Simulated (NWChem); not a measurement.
C₂H₆O cation, doublet; SMILES of the neutral closed-shell parent CCO

```xyz
9

C      0.2548    -1.2229    -0.0008
C     -0.4645     0.0735    -0.0012
O      0.1971     1.2382     0.0016
H     -0.4667    -2.0515    -0.0044
H      0.8912    -1.3280     0.8962
H      0.8979    -1.3258    -0.8931
H     -1.2814     0.1975    -0.7972
H     -1.2876     0.1960     0.7879
H      1.1753     1.1424     0.0006
```
Atoms are numbered in this order, from 1.

Results from NWChem. Spin-unrestricted. Coordinates come from a PBE0/def2-SVP, spin-unrestricted optimisation. The spin multiplicity was typed, not searched, and may not be the lowest. No stability test was run on the SCF state. B3LYP is NWChem's, with the RPA form of VWN correlation. Atomic charges in e: unrestrained fits to the electrostatic potential beside Mulliken populations; buried atoms are poorly determined by the fit.

### Question
Estimate the computed values for B3LYP/def2-SVP. Quantities: ESP C1; Mulliken C1; ESP C2; Mulliken C2; ESP O3; Mulliken O3; relative RMS misfit of the potential (%).

### Answer
The ESP C1 is -0.39, the Mulliken C1 is -0.06 and the ESP C2 is 0.34. The Mulliken C2 is 0.04 and the ESP O3 is -0.29. The Mulliken O3 comes out as 0.00. The relative RMS misfit of the potential (%) is 2.
